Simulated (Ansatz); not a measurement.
O–CH₂, singlet: vertical spin and charge gaps

Geometry (PBE0/def2-TZVP stationary point for this spin, not checked as a minimum):

```yaml
atoms:
  - { symbol: O, position_ang: [0.0000, 0.0000, 0.5979] }
  - { symbol: C, position_ang: [0.0000, 0.0000, -0.5975] }
  - { symbol: H, position_ang: [0.0000, -0.9400, -1.1855] }
  - { symbol: H, position_ang: [0.0000, 0.9400, -1.1855] }
```

Basis cc-pVTZ; Ansatz 0.2.0. Only valence electrons are correlated (noble-gas cores frozen). R marks a restricted (for open shells ROHF) determinant, U an unrestricted one. Active spaces: valence = (12e, 10o) chosen from the atoms' valence shells.

Gaps are energies of the second state less the first, at fixed atoms, for a selection of the levels run; each method lands on the state that its own search finds for that charge and spin.

Removing an electron, to the doublet: 10.777 eV at UCCSDT(Q).

| level | gap (eV) | error (meV) |
| --- | --- | --- |
| RHF | 9.654 | -1123 |
| UHF | 9.433 | -1344 |
| RMP2 | 11.223 | 446 |
| UMP2 | 11.225 | 448 |
| RCCSD | 10.741 | -36 |
| UCCSD | 10.735 | -42 |
| RCCSD(T) | 10.796 | 19 |
| UCCSD(T) | 10.798 | 21 |
| BCCD(T) | 10.794 | 17 |
| RCCSDT | 10.775 | -2 |
| UCCSDT | 10.774 | -3 |
| RCCSDT(Q) | 10.781 | 4 |
| CASSCF (valence space) | 9.717 | -1060 |
| NEVPT2 (valence space) | 10.617 | -160 |
| MRCISD (valence space) | 10.655 | -122 |
| MRCISD+Q (valence space) | 10.774 | -3 |
| PBE | 10.675 | -102 |
| r2SCAN | 10.630 | -147 |
| PBE0 | 10.719 | -58 |
| B3LYP | 10.830 | 53 |
| wB97M-V | 10.771 | -6 |
| B2PLYP | 10.831 | 54 |
| RPA-PBE | 11.002 | 225 |

Triplet less singlet: 3.697 eV at UCCSDT(Q).

| level | gap (eV) | error (meV) |
| --- | --- | --- |
| RHF | 2.913 | -784 |
| UHF | 2.631 | -1066 |
| RMP2 | 4.027 | 330 |
| UMP2 | 4.068 | 371 |
| RCCSD | 3.616 | -81 |
| UCCSD | 3.607 | -90 |
| RCCSD(T) | 3.705 | 8 |
| UCCSD(T) | 3.705 | 8 |
| BCCD(T) | 3.701 | 4 |
| RCCSDT | 3.688 | -9 |
| UCCSDT | 3.686 | -11 |
| RCCSDT(Q) | 3.700 | 3 |
| CASSCF (valence space) | 4.325 | 628 |
| NEVPT2 (valence space) | 3.784 | 87 |
| MRCISD (valence space) | 3.846 | 149 |
| MRCISD+Q (valence space) | 3.761 | 64 |
| PBE | 3.361 | -336 |
| r2SCAN | 3.170 | -527 |
| PBE0 | 3.285 | -412 |
| B3LYP | 3.384 | -313 |
| wB97M-V | 3.526 | -171 |
| B2PLYP | 3.584 | -113 |
| RPA-PBE | 3.686 | -11 |

Full CI isn't at hand for all of this; UCCSDT(Q) serves as the reference, and is uncertain by about the last step of the cluster series. The frozen core follows each run's orbitals, which can shift R against U totals by a few meV.
